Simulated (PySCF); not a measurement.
Atom-mapped SMILES (the numbers label the heavy atoms): `[CH3:1][P:2]([CH3:3])([CH3:4])=[S:5]` (H(Xn): hydrogen on atom n).

Geometry: PBE0-D3(BJ)/def2-TZVP; GIAO shifts from PySCF 2.14, gas phase, non-relativistic, averaged over equivalent atoms.

At B97-2/pcSseg-2 (320 basis functions, 83 s wall time (2.7 min CPU) on 2 threads of an Intel Xeon, shared host):
| atoms | δ (ppm) |
| --- | --- |
| C1/C3/C4 | 25.0 |
| P2 | 21.4 |
| S5 | -213.6 |
| H(C1)/H(C3)/H(C4) | 1.45 |

δ = σ(ref) − σ, references computed at the same level: 13C (185.38 ppm), 1H (31.64 ppm) vs TMS; H3PO4 for 31P (317.21 ppm); 33S (517.10 ppm) against CS2.

**Question.** Estimate the result of repeating the calculation with PBE0/pcSseg-2.

**Answer.** 
```json
{"atoms": "C1/C3/C4", "δ at PBE0/pcSseg-2": "25.5", "change": "+0.5"}
{"atoms": "P2", "δ at PBE0/pcSseg-2": "18.7", "change": "-2.7"}
{"atoms": "S5", "δ at PBE0/pcSseg-2": "-213.5", "change": "+0.1"}
{"atoms": "H(C1)/H(C3)/H(C4)", "δ at PBE0/pcSseg-2": "1.44", "change": "-0.01"}
```

Referencing at the same level of theory: TMS for 13C (σ = 186.03 ppm), 1H (σ = 31.52 ppm); H3PO4 for 31P (σ = 310.75 ppm); CS2 for 33S (σ = 512.98 ppm).

The largest change is at P2 (phosphorus bonded to 3 C, S). Cost: 320 basis functions, 96 s wall time (3 min CPU) on 2 threads of an Intel Xeon, shared host.

Experimental scales use liquid or dissolved standards, which lie at an offset from isolated H3PO4.
